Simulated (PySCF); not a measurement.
Species: C4H8O (charge +1 and doublet state).
Z-matrix (Å and degrees, GFN2-xTB geometry), rows numbered from 1:
```
C 
C   1  1.3394
C   2  1.4880  1  122.97
O   3  1.3708  2  112.74  1   174.50
C   4  1.3903  3  120.70  2  -160.37
H   1  1.0794  2  122.75  3     5.39
H   1  1.0786  2  120.92  3  -173.12
H   2  1.0823  1  121.58  3   179.67
H   3  1.1172  2  104.69  1   -66.77
H   3  1.1060  2  112.68  1    45.20
H   5  1.0987  4  108.23  3  -126.79
H   5  1.0921  4  113.80  3    -3.10
H   5  1.1009  4  108.36  3   119.34
```

The hyperfine couplings belong to this conformer and change with its torsions.

As a line formula: `[CH2+][CH]COC` [radical] (charge +1).

Level of theory: UKS B3LYP, pcH-1 on C H O, non-relativistic, mean-field spin-orbit, GIAO (PySCF). The structure is a single GFN2-xTB conformer in the gas phase; no vibrational or solvent corrections. The geometry wasn't refined by DFT: couplings that depend on bond lengths, twists or pyramidal angles can differ widely from those at the functional's own minimum, by a factor of two or more for some ions and for spin on atoms past the first row. Stability of the SCF solution: not tested.

(1) Break the g tensor into its mass correction, gauge correction and orbital-Zeeman/spin–orbit terms.

(2) What effective moment and Curie constant follow for a powder?

(3) Average each term over the three axes. Which is largest in size?

(4) In a frozen sample, at which fields do the three g values resonate at 9.5, 34, 94 and 263 GHz (hyperfine left aside), and which band first spreads them over more than twice a line width of 0.3 mT?

Answers

(1) 
```
                    Δg (ppt)      1      2      3
relativistic mass correction  -0.21  -0.21  -0.21
            gauge correction   0.00   0.03   0.03
   orbital Zeeman/spin–orbit   0.04   2.74   6.55
                       total  -0.17   2.57   6.38
```

So g = 2.00215, 2.00489, 2.00870 and g_iso = 2.00524; the tensor is rhombic: the two nearest values differ by 42 % of g3 − g1. 

(2) With the mean of g² = 4.0210 and S(S+1) = 0.75: μ_eff = √(⟨g²⟩S(S+1)) = 1.737 μB and χT = 0.12505·⟨g²⟩·S(S+1) = 0.377 cm³ K/mol (cgs; spin-Hamiltonian part alone).

(3) The orbital-Zeeman/spin–orbit term 3.11, the mass correction -0.21 and the gauge correction 0.02 ppt, for a total of 2.92 ppt. The orbital-Zeeman/spin–orbit term is the largest in size. The mass correction is the same along every axis, so the anisotropy comes from the other two: their spans along these axes are 0.03 (gauge) and 6.51 ppt (orbital Zeeman/spin–orbit).

(4) 
```csv
band,GHz,B(g3) mT,B(g2) mT,B(g1) mT,spread mT
X,9.5,337.91,338.55,339.01,1.10
Q,34.0,1209.35,1211.65,1213.31,3.95
W,94.0,3343.50,3349.86,3354.44,10.93
J,263.0,9354.70,9372.48,9385.29,30.59
```

The spread grows in proportion to the frequency. X band is the first where it exceeds 0.6 mT.

Largest spin populations (Mulliken): O4 (+0.35), C1 (+0.29), C2 (+0.14) and H9 (+0.14).

The HOMO–LUMO gaps are 7.10 eV among the α and 1.86 eV among the β orbitals.

The SMILES draws the unpaired electron on C2; the largest computed Mulliken spin population is on O4 (0.35 against 0.14).
